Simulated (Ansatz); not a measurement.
**AlSiH₂+ (triplet): from Hartree-Fock to the top rungs, def2-TZVPP**

An exercise on one series of results from a longer session: the logs are not shown, and one member is left open.

The runs use Ansatz 0.2.0, Gaussian basis; def2-TZVPP, core rule «outside noble gas», up to 10 orbitals frozen.

Plan: UHF; ROHF; CCSD(T) on UHF.

### The geometry

The geometry is a PBE0/def2-TZVP stationary point (not a proven minimum) of the parent state, kept for this charge and spin.

4 atoms, charge 1, spin multiplicity 3.

Atoms are counted from 1 here; the program's logs count them from 0.

Bond lengths: Si1–Al2 2.337 Å, Si1–H3 1.490 Å, Si1–H4 1.490 Å. Angles: Al2–Si1–H3 125.4°, Al2–Si1–H4 125.4°, H3–Si1–H4 109.2°.

The first run:

File in.yaml:

```yaml
crystal:
  periodic: [false, false, false]
  atoms:
    - {symbol: Si, position_ang: [0.000000, 0.000000, 1.074378]}
    - {symbol: Al, position_ang: [0.000000, 0.000000, -1.263082]}
    - {symbol: H, position_ang: [0.000000, 1.214383, 1.937350]}
    - {symbol: H, position_ang: [0.000000, -1.214383, 1.937350]}
basis:
  gaussian: {orbitals: def2-TZVPP}
total_charge: 1
magnetization: {spin_polarized: true, initial_magnetization: 2}
hamiltonian: {xc: hf}
output: {orbitals: {seedname: orbitals}}
```

Command:

```console
$ ansatz run in.yaml --threads 1 --pin off --events-out ev --progress --plain --max-ram 4096MiB --backend cpu
```

Among the steps run: UHF; ROHF; CCSD(T) on UHF.

One table of the session follows, with a row left open; its other results are not shown here.

| method | from UCCSD(T) (kcal/mol) |
| --- | --- |
| ROHF | ? |
| UHF | +105.14 |
| UMP2 | +23.34 |
| UCCSD | +3.89 |
| UCCSD(T) | 0 |

**Question.** Estimate the row for ROHF.

**Answer.** from UCCSD(T) (kcal/mol): +108.32. In the column «from UCCSD(T) (kcal/mol)» it is the highest.
